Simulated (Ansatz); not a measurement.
Active spaces for C3H6, singlet

Calculated in Ansatz's Gaussian-basis code. Basis aug-cc-pVDZ, nonrelativistic, no frozen core. State-specific CASSCF; RHF is the lowest restricted (open-shell) Hartree–Fock solution met. Solutions may break the symmetry of the shape. The lowest solution met needn't be the lowest there is, nor hold the orbitals that a chemist would pick.

Geometry:

```xyz
9

C     0.0087   -0.2160   -1.2801
C    -0.0482    0.4593   -0.1278
H    -0.2783   -1.2618   -1.3408
H     0.3432    0.2520   -2.1996
H    -0.1592    1.5424   -0.1562
C     0.0301   -0.1682    1.2297
H     0.1402   -1.2530    1.1551
H     0.8810    0.2244    1.7961
H    -0.8706    0.0454    1.8144
```

(1) What do CASSCF and its corrections give against RHF in CAS(2,2), and what are the occupations?

(2) Roughly how much CPU time does a whole run from the default start take (median of such runs, summed over threads; nearly all runs on one pinned thread of a shared server, mostly Xeon at 2.3 to 2.6 GHz, by a development driver)?

## Answers

(1) CASSCF -0.754 eV, SC-NEVPT2 -12.125 eV; occupations 1.91, 0.09.

(2) CAS(2,2): about 4 s. Other jobs ran beside these, and the count of passes differs.
